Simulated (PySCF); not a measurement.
H6Si2, SMILES [SiH3][SiH3].

Geometry: TPSSh-D3(BJ)/def2-TZVP.

Computed with TPSSh-D3(BJ)/def2-TZVP (PySCF).

Frequencies are harmonic and unscaled.

Modes within 1.5 cm⁻¹ of each other (mostly degenerate sets) share a row, with their intensities summed.

| mode | ν (cm⁻¹) | IR (km/mol) | moving atoms (share of kinetic energy) |
|---|---|---|---|
| 1 | 133 | 0.0 | H 100 % |
| 2–3 | 365 | 37.3 | H 98 % |
| 4 | 428 | 0.0 | Si 89 %, H 11 % |
| 5–6 | 634 | 0.0 | H 83 %, Si 17 % |
| 7 | 855 | 507.7 | H 91 %, Si 9 % |
| 8 | 928 | 0.0 | H 90 %, Si 10 % |
| 9–10 | 948 | 0.0 | H 98 % |
| 11–12 | 962 | 167.0 | H 97 % |
| 13 | 2227 | 110.8 | H 99 % |
| 14–16 | 2235 | 0.0 | H 96 % |
| 17–18 | 2245 | 366.0 | H 96 % |
